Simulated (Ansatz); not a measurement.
Worked example: a bond strength in SiNH4F (SMILES N[SiH2]F)

The species is SiNH4F (7 atoms), meant as a singlet with charge 0. SMILES: `N[SiH2]F`. Geometry: optimised at PBE0/def2-SVP. This is one conformer, not always the lowest.

```xyz
7

N    -0.7635    0.3530   -0.6308
Si    0.5364   -0.1098    0.3752
F     0.5095   -1.6759    0.8327
H    -0.7926    0.0984   -1.6111
H    -1.6930    0.5090   -0.2587
H     0.4626    0.6841    1.6293
H     1.8018    0.0734   -0.3822
```

Wanted: the dissociation energy of the H5–N1 bond into doublet H and doublet SiNH3F (shapes relaxed at PBE0/def2-SVP, no zero-point term). 1 Eh = 2625.50 kJ/mol = 27.2114 eV. Totals in Eh; open shells run unrestricted unless said.

```
            level  program       SiNH4F  doublet H  doublet SiNH3F
    PBE/def2-TZVP   Ansatz  -446.346880  -0.499616     -445.663438
  B3LYP/def2-TZVP   Ansatz  -446.694254  -0.502154     -446.006825
wB97M-V/def2-TZVP   Ansatz  -446.594170  -0.494111     -445.910046
```

Work out the dissociation energy at each level.


1. PBE/def2-TZVP: (-0.499616) + (-445.663438) − (-446.346880) = 0.183826 Eh = 482.6 kJ/mol = 5.00 eV.
2. B3LYP/def2-TZVP: (-0.502154) + (-446.006825) − (-446.694254) = 0.185275 Eh = 486.4 kJ/mol = 5.04 eV.
3. wB97M-V/def2-TZVP: (-0.494111) + (-445.910046) − (-446.594170) = 0.190013 Eh = 498.9 kJ/mol = 5.17 eV.

The levels span 483 to 499 kJ/mol; no measured value is set beside them. A bond enthalpy at 298 K also holds the loss of zero-point energy and thermal terms.
